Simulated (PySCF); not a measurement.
One of the candidates below gave these computed data.

All candidates are C3H4FP.

| technique | computed result |
| --- | --- |
| Polarisability | 67.3 au [B3LYP/def2-SVPD] |
| Dipole | 2.14 D [B3LYP/def2-SVPD] |
| NMR, other nuclei | isotropic shieldings of nuclei other than C and H, by class: 229 (1 F), 129 (1 P) ppm [GIAO PBE0/pcSseg-1] |
| Rotational structure | rotational constants A, B, C: 19.561, 1.879, 1.714 GHz [GFN2-xTB] |
| 13C NMR | chemical shifts (computed TMS as zero) by class: 226.4 (1 C), 146.8 (1 C), 139.9 (1 C) ppm [GIAO PBE0/pcSseg-1] |
| UV, first state | lowest singlet excitation: 4.85 eV (256 nm, f = 0.275) [TDDFT B3LYP/def2-SVPD] |
| 1H NMR | chemical shifts (computed TMS as zero) by class: 9.75 (1 H), 6.97 (1 H), 6.41 (1 H), 6.37 (1 H) ppm [GIAO PBE0/pcSseg-1] |

Gas-phase values; electronic properties from PySCF, density fitting. Levels stand in brackets. Isolated species at its GFN2-xTB geometry (one conformer only). NMR classes are plain means over equivalent atoms (diastereotopic ones count apart unless rotation or inversion swaps them), as if these changed places fast.

**Question.** Which candidate is it?
A. `C=C/P=C/F`
B. `[H]/P=C(/F)C=C`
C. `C[C@@H](F)C#P`

**Answer.** A. It is `C=C/P=C/F`. Numbering: `[CH2:1]=[CH:2]/[P:3]=[CH:4]/[F:5]`. 3 carbons fall into 3 classes; from least to most shielded: carbon bonded to F, P and H [C4] (226.4 ppm), alkene CH carbon [C2] (146.8 ppm), terminal =CH2 carbon [C1] (139.9 ppm). Hydrogen classes from least to most shielded: 1 H on a carbon bonded to F, P and H, C4 (9.75 ppm), 1 H on an alkene CH carbon, C2 (6.97 ppm), 1 H on a terminal =CH2 carbon, C1 (6.41 ppm), 1 H on a terminal =CH2 carbon, C1 (6.37 ppm). The other shieldings belong to: 229 ppm, fluorine bonded to C [F5]; 129 ppm, phosphorus bonded to 2 C [P3]. S1 is mainly HOMO→LUMO (weight 0.92); the largest Löwdin shares of the orbital it empties are 0.29 on the carbon bonded to F, P and H, 0.25 on the phosphorus bonded to 2 C, 0.16 on the terminal =CH2 carbon and 0.13 on the alkene CH carbon, of the orbital it fills 0.33 on the carbon bonded to F, P and H, 0.31 on the phosphorus bonded to 2 C, 0.13 on the terminal =CH2 carbon and 0.09 on the alkene CH carbon. The optimised geometry has point group Cs and is an asymmetric top.

The others, at the same levels:
- `[H]/P=C(/F)C=C` fails: its computed 13C shifts are 235.1 (1 C), 142.1 (1 C), 123.3 (1 C) ppm, 1H shifts are 6.93 (1 H), 5.84 (1 H), 5.49 (1 H), 5.10 (1 H) ppm and rotational constant A is 8.754 GHz (against 19.561 GHz).
- `C[C@@H](F)C#P` fails: its computed 13C shifts are 180.3 (1 C), 86.2 (1 C), 27.2 (1 C) ppm, 1H shifts are 5.36 (1 H), 1.67 (3 H) ppm and lowest singlet excitation is 4.17 eV (297 nm, f = 0.000) (against 4.85 eV).

Each candidate is one conformer, not necessarily the lowest. Dipoles, sizes and rotational constants follow the conformer. The torsions of the flexible species, by atom-mapped SMILES:
- `[CH2:1]=[CH:2]/[P:3]=[CH:4]/[F:5]`: C1–C2–P3–C4 180°
- `[H]/[P:5]=[C:3](\[CH:2]=[CH2:1])[F:4]`: C1–C2–C3–F4 0°
